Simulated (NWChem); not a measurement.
Species: SiH3 cation

```xyz
4

Si     0.0000     0.0000     0.0000
H      1.1933    -0.8948     0.0000
H     -1.3716    -0.5861     0.0000
H      0.1782     1.4809     0.0000
```
Atoms are numbered in this order, from 1.

All runs: NWChem. Pople sets run with spherical d functions. The geometry was optimised at PBE-D3(BJ)/def2-SVP. Atomic charges in e: unrestrained fits to the electrostatic potential beside Mulliken populations; the two definitions need not agree.

Q: Estimate the computed values for Hartree-Fock/6-31G*. Quantities: ESP Si1; Mulliken Si1; relative RMS misfit of the potential (%).

A: 
```yaml
ESP Si1: 1.16
Mulliken Si1: 0.93
relative RMS misfit of the potential (%): 3
```
